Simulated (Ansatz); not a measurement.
Z-matrix (Å, degrees):
```
C
N 1 1.1666
```
Charge 0, spin multiplicity 2.

These are frozen-core CCSD(T)/def2-TZVPP // TPSSh-D3(BJ)/def2-TZVP in Ansatz (an electronic-structure program) values and carry that method's errors.

HF energy: -92.23877 Ha
MP2 correlation energy: -0.27414 Ha

Q: Estimate the CCSD correlation energy, the (T) correction, the total energy and the T1 diagnostic.

A: 
```json
{
  "CCSD correlation energy": "-0.31122 Ha",
  "(T) correction": "-0.01817 Ha",
  "CCSD(T) total energy": "-92.56815 Ha",
  "T1 diagnostic": "0.088"
}
```
